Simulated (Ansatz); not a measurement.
## SiF⁺, triplet: the ladder up to full CI

Geometry: a point of a stretch scan, not a stationary point.

```xyz
2

Si    0.0000    0.0000    0.0000
F     0.0000    0.0000    2.1630
```

Basis 6-31G; Ansatz 0.2.0. Correlated methods freeze the noble-gas cores, which leaves 10 electrons in 16 orbitals. R marks a restricted (for open shells ROHF) determinant, U an unrestricted one. Active spaces: pair = (4e, 4o) about the gap; valence = (10e, 8o) chosen from the atoms' valence shells.

Full CI is exact within this basis and frozen core; it isn't the basis-set limit. The frozen core follows each run's orbitals, which can shift R against U totals by a few meV.

For open shells CISD and CISDTQ are restricted-active-space CI with the open shells as a complete middle space. The determinant fills πx and πy unequally, so it is a mixture of Σ and Δ, which weighs on every level built on one determinant.

```
UHF ⟨S²⟩                          : 2.005
T1 diagnostic (RCCSD)             : 0.0113
largest doubles amplitude (RCCSD) : 0.116
T1 diagnostic (UCCSD)             : 0.0096
```

| level | E − E(full CI) (kJ/mol) | share of correlation (%) | wall time |
| --- | --- | --- | --- |
| RHF | 322.2 | 0.00 | – |
| UHF | 319.5 | 0.84 | – |
| RMP2 | 56.1 | 82.60 | – |
| UMP2 | 55.2 | 82.88 | – |
| CISD | 21.4 | 93.35 | 0.82 s |
| RCCSD | 8.1 | 97.47 | – |
| UCCSD | 8.1 | 97.48 | – |
| RCCSD(T) | 5.2 | 98.39 | 1.2 s |
| UCCSD(T) | 5.2 | 98.40 | 1.3 s |
| BCCD(T) | 5.1 | 98.41 | 1.3 s |
| RCCSDT* | 1.6 | 99.50 | – |
| UCCSDT* | 1.6 | 99.51 | – |
| CISDTQ | 3.3 | 98.99 | 5.5 s |
| RCCSDT(Q)* | 0.3 | 99.92 | 5.5 s |
| UCCSDT(Q)* | 0.2 | 99.94 | 8 s |
| RCCSDTQ* | 0.1 | 99.97 | 97 s |
| UCCSDTQ* | 0.1 | 99.98 | 1.8 min |

An asterisk marks runs whose energy the program itself flagged as in doubt.

The correlation energy at full CI, counted from RHF, is -3.340 eV. That run took 61 s on 1 thread of Arm Neoverse V2, shared host over 4,777,056 determinants.

Run but not shown, since their state, orbitals or frozen core can't be matched to the reference's or they repeat it: CASSCF (pair space), NEVPT2 (pair space), MRCISD (pair space), MRCISD+Q (pair space), CASSCF (valence space), NEVPT2 (valence space), MRCISD (valence space), MRCISD+Q (valence space), MRCISD+Q(relaxed) (valence space).

Times hold each run's SCF and search for its determinant on a shared host, so for small cases they say little of a method's own cost; they ran on 1 thread of Arm Neoverse V2.

The full-CI state has the irrep A1 of C2v, in the program's axes (one component, if the state is degenerate).

Natural occupations of full CI about the gap: 1.992 1.975 1.925 1.501 1.487 0.522 0.508 0.044 0.011 0.010; effectively unpaired electrons, Σ n²(2−n)², 2.35. No single determinant describes this state well, so single-reference rows can miss without a flag.
